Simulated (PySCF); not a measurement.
System: rock-salt SnTe (cubic form, which distorts at low temperature). Method: PBE in PySCF (GTH pseudopotentials, Gaussian basis).

Computed at the level's own relaxed cell.

**Question.** Give the computed equilibrium volume per atom, lattice constant a, bulk modulus and pressure derivative B′ of the bulk modulus.

**Answer.** 
* **equilibrium volume per atom**: 33.17 Å³/atom
* **lattice constant a**: 6.426 Å ± 0.02
* **bulk modulus**: 40.0 GPa ± 1
* **pressure derivative B′ of the bulk modulus**: 4.2

Measured, for comparison: equilibrium volume per atom 31.50 Å³/atom, lattice constant a 6.316 Å (room temperature, not corrected to a static lattice; as tabulated in Maiti et al. (2022), arXiv:2109.01420); bulk modulus 37.8 GPa (temperature not stated, not corrected to a static lattice; as tabulated in Toher et al. (2017), arXiv:1611.05714). Computed (rounded) less measured: equilibrium volume per atom +5.3 %, lattice constant a +1.7 %, bulk modulus +6 %. A static lattice is as a rule a little smaller and stiffer than an uncorrected measurement, which narrows the difference in the bulk modulus and would widen misses of the other sign.

Note: symmetry holds this phase in the static calculation, where it need not be a minimum.

A ± is a rough bar: the spread of an extrapolation, a floor set from checks against published values, or a statistical error.

Spin–orbit coupling is not included.

Computed values are for the static lattice.
